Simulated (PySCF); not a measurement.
Structure with atom numbers: `[CH3:1][C@H:2]1[CH2:3][P@@H:4](=[O:5])[CH2:6]1` (H(Xn): hydrogen on atom n). Ha(C3), Ha(C6) are cis to C1 on the ring; Hb(C3), Hb(C6) are trans to C1 on the ring.

PySCF calculation with GFN2-xTB geometry and σ from GIAO-PBE0/pcSseg-1; single conformer, fast rotation and ring inversion assumed for equivalent nuclei, non-relativistic Hamiltonian, gas phase.

Chemical shifts δ = σref − σ; $^{13}$C (186.93 ppm) and $^{1}$H (31.72 ppm) vs TMS; H3PO4 for $^{31}$P (318.38 ppm); $^{17}$O (336.08 ppm) vs H2O, all at this level.

| atoms | nucleus | count | δ (ppm) |
| --- | --- | --- | --- |
| H(P4) | $^{1}$H | 1 | 7.43 |
| H(C1) | $^{1}$H | 3 | ? |
| P4 | $^{31}$P | 1 | ? |
| Hb(C3)/Hb(C6) | $^{1}$H | 2 | 2.56 |
| Ha(C3)/Ha(C6) | $^{1}$H | 2 | 2.04 |
| O5 | $^{17}$O | 1 | 136.7 |
| C1 | $^{13}$C | 1 | ? |
| C3/C6 | $^{13}$C | 2 | 46.6 |
| H(C2) | $^{1}$H | 1 | 1.60 |
| C2 | $^{13}$C | 1 | 18.3 |

Question: Complete the table.

Answer: 
- C1: 25.7 ppm, methyl carbon; aliphatic region, no heteroatom directly attached
- H(C1): 1.26 ppm, hydrogen on a methyl carbon; far from electronegative atoms and π systems
- P4: -22.7 ppm, phosphorus bonded to 2 C, O, H, in a 4-membered ring

Shifts are as computed. Against solution values, carbons near 30 ppm lie about +3 ppm off and those near 130 ppm about +5 ppm. Of 1211 compounds with measured shifts, 218 miss one by over three times the rms of a fit or turn the order of signals round; such compounds aren't used in these exercises. Experimental scales use liquid or dissolved standards, which lie at an offset from isolated H2O (liquid H2O: subtract about 36 ppm) and H3PO4.
